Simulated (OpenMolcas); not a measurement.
CH2BN: a line through the functionals

CH2BN has 5 atoms, charge 0, and is taken as a singlet. As SMILES, `BC#N`. The shape is that of a PBE0-D4/def2-TZVP optimisation.

The electronic atomisation energy y, in eV, basis def2-TZVP; a is the functional's share of exact exchange. Programs: OpenMolcas 26.06.

| functional | program | a | y (eV) |
| --- | --- | --- | --- |
| BLYP | OpenMolcas | 0 | 21.72 |
| revPBE | OpenMolcas | 0 | 21.40 |
| B3LYP | OpenMolcas | 0.2 | 21.53 |
| PBE0 | OpenMolcas | 0.25 | ? |
| BHLYP | OpenMolcas | 0.5 | 20.63 |

**Question.** Fit y = c + s·a to the known rows and predict PBE0.

**Answer.** 
1. Means of the 4 rows: a = 0.1750, y = 21.320.
2. Σ(Δa)² = 0.1675, Σ(Δa·Δy) = -0.303, so the slope is -0.303/0.1675 = -1.809.
3. Intercept: 21.320 − (-1.809) × 0.1750 = 21.637. The largest residual of the fit is 0.25.
4. PBE0: 21.637 + (-1.809) × 0.25 = 21.18 eV.

The run gave 21.45 eV, so the prediction is off by -0.27 eV, about the largest residual. The rows mix families of semi-local functionals, which the line can't see.
